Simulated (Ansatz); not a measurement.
Zinc-blende AlAs: LDA at its full settings (plane-wave cutoff 520 eV, 10×10×10 k mesh, Fermi–Dirac smearing 0.01 eV, scalar-relativistic PAW data made under PBE) and at cheaper ones, in a cell of 2 atoms with Γ-centred meshes.

```csv
level and setting,lattice parameter a (Å),bulk modulus B0 (GPa)
LDA (Ansatz),5.629,75.5
LDA (2×2×2 k mesh) (Ansatz),5.755,68.0
LDA (4×4×4 k mesh) (Ansatz),5.636,75.7
```

Largest shifts from the full settings: lattice constant a +2.24 % (LDA (2×2×2 k mesh)), against a difference of -0.35 % of the full result from the reference 5.649 Å (measured, static lattice: zero-point anharmonic expansion removed; as tabulated in Mejia-Rodriguez and Trickey (2018), arXiv:1807.09216); bulk modulus -9.9 % (LDA (2×2×2 k mesh)), against a difference of +0.7 % of the full result from the reference 75 GPa (measured, 0 K value with the zero-point phonon effect removed; as tabulated in Mejia-Rodriguez and Trickey (2018), arXiv:1807.09216).

Ansatz's density-functional and Hartree–Fock values are scalar-relativistic unless marked +SOC, with PAW data made under PBE.

Run with cheap settings on purpose, which may leave them unconverged: LDA (2×2×2 k mesh), LDA (4×4×4 k mesh).

Ansatz is an electronic-structure program.
